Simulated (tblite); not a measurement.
Run record: tight-binding relaxation, `[BH2-]S[SiH3]` [radical].

Computed with GFN2-xTB geometry optimisation, gas phase (tblite 0.8.0). Start geometry: from a force field or distance geometry. The command runs a driver script over a list of jobs; the input below is this job's line of settings and its coordinates in Å.

Command:
```bash
OMP_NUM_THREADS=1 python probes_run.py task.json out
```

Input:
```
{"job": {"kind": "relax", "xc": "GFN2-xTB", "basis": "xTB"}, "charge": -1, "multiplicity": 2}
B      1.880900    -0.020000     0.274600
S      0.410600    -0.755600    -0.671400
Si    -1.457600     0.000100     0.032600
H      2.054600     1.086000    -0.145800
H      2.850700    -0.641500    -0.017900
H     -2.086200     0.879800    -0.969700
H     -2.356600    -1.172400     0.131800
H     -1.287400     0.632900     1.341100
```

Output:
```
step      E/eV     max force
  0    -242.86963    0.911
  1    -242.90809    0.805
  2    -243.01094    0.836
  3    -243.03905    0.771
  4    -243.11076    0.491
  5    -243.13337    0.559
  6    -243.16956    0.562
  7    -243.18964    0.540
  8    -243.20810    0.557
  9    -243.22281    0.409
... (58 lines left out)
 68    -243.32122    0.029
 69    -243.32132    0.038
 70    -243.32150    0.060
 71    -243.32183    0.076
 72    -243.32232    0.083
 73    -243.32279    0.078
 74    -243.32310    0.050
 75    -243.32320    0.020
 76    -243.32323    0.024
 77    -243.32326    0.009
```

«max force» is the largest atomic force in eV/Å.

Problem. From which step on does the largest force stay under 0.1 eV/Å, and how much energy is left to gain from there?

Solution. From step 55 (0.090 eV/Å), 3.5 meV above the end.

Summary of the converged run: energy lowered by 10.5 kcal/mol over 77 steps; largest atomic force 0.009 eV/Å at the end.

Hardware: an Arm Neoverse V2 with one thread (shared host). Cost: 0.22 s wall.
Labels such as C1 count atoms from 1, the log's own numbers from 0.
